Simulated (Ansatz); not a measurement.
**CH2Al+ (singlet): from Hartree-Fock to the top rungs, cc-pVTZ**

An exercise on one series of results from a longer session: the logs are not shown, and one member is left open.

Program: Ansatz 0.2.0, Gaussian basis. Level of theory: cc-pVTZ, core rule «outside noble gas», up to 6 orbitals frozen. These are calculated values, not measurements.

The runs, in order: UHF; CCSD(T) on RHF; CCSD(T) on UHF; BCCD(T) on RHF; CCSDT(Q) on RHF; CCSDT(Q) on UHF.

10 further runs of the same task are left out: 5 for a known fault of the program, 5 set aside as unsound or not needed.

## The geometry

The geometry is a PBE0/def2-TZVP stationary point (not a proven minimum) of the parent state, kept for this charge and spin.

4 atoms, charge 1, spin multiplicity 1.

Atoms are counted from 1 here; the program's logs count them from 0.

Bond lengths: Al1–C2 1.971 Å, C2–H3 1.094 Å, C2–H4 1.094 Å. Angles: Al1–C2–H3 125.0°, Al1–C2–H4 125.0°, H3–C2–H4 109.9°.

Geometry (Å):

| atom | x (Å) | y (Å) | z (Å) |
| --- | --- | --- | --- |
| Al1 | 0.0000 | 0.0000 | 0.7050 |
| C2 | 0.0000 | 0.0000 | -1.2658 |
| H3 | 0.0000 | -0.8961 | -1.8941 |
| H4 | 0.0000 | 0.8961 | -1.8941 |

The first run:

in.yaml

```yaml
crystal:
  periodic: [false, false, false]
  atoms:
    - {symbol: Al, position_ang: [0.000000, 0.000000, 0.704959]}
    - {symbol: C, position_ang: [0.000000, 0.000000, -1.265754]}
    - {symbol: H, position_ang: [0.000000, -0.896128, -1.894102]}
    - {symbol: H, position_ang: [0.000000, 0.896128, -1.894102]}
basis:
  gaussian: {orbitals: cc-pVTZ}
total_charge: 1
magnetization: {spin_polarized: true, initial_magnetization: 0}
hamiltonian: {xc: hf}
output: {orbitals: {seedname: orbitals}}
```

The run is started by

```
$ ansatz run in.yaml --threads 1 --pin off --events-out ev --progress --plain --max-ram 2816MiB --backend cpu
```

Among the steps run: UHF; CCSD(T) on RHF; CCSD(T) on UHF; BCCD(T) on RHF; CCSDT(Q) on RHF; CCSDT(Q) on UHF.

One table of the session follows, with a row left open; its other results are not shown here.

It belongs to the step «Misses and costs». 

| method | from RCCSDT(Q) (kJ/mol) |
| --- | --- |
| RHF | +564.1 |
| UHF | +438.5 |
| RMP2 | +114.0 |
| UMP2 | -6.3 |
| RCCSD | +20.3 |
| UCCSD | -67.8 |
| RCCSD(T) | ? |
| UCCSD(T) | -88.2 |
| BCCD(T) | +4.8 |
| RCCSDT | +0.9 |
| UCCSDT | -102.4 |
| RCCSDT(Q) | 0 |
| UCCSDT(Q) | -109.0 |

Estimate the missing values for RCCSD(T).

The run gave: from RCCSDT(Q) (kJ/mol): +4.9. In the column «from RCCSDT(Q) (kJ/mol)» it lies between BCCD(T) (+4.8) and RCCSD (+20.3).

The program flags UCCSD(T), UCCSDT(Q) as in doubt (see the logs), so those rows may rest on another solution; read them beside their warnings.

To keep in mind: The determinant is far from a pure spin state, so its energy mixes those of several spin states (harmless only where they are near-degenerate, as at dissociation). The program flags UCCSD(T), UCCSDT(Q) as in doubt, so those rows may rest on another solution; read them beside their warnings. Warnings: restricted reference is unstable; spin contamination. Restricted and unrestricted rows rest on different reference determinants; where their highest levels disagree by more than a few hundredths of an eV, they describe different states and don't form one ladder.
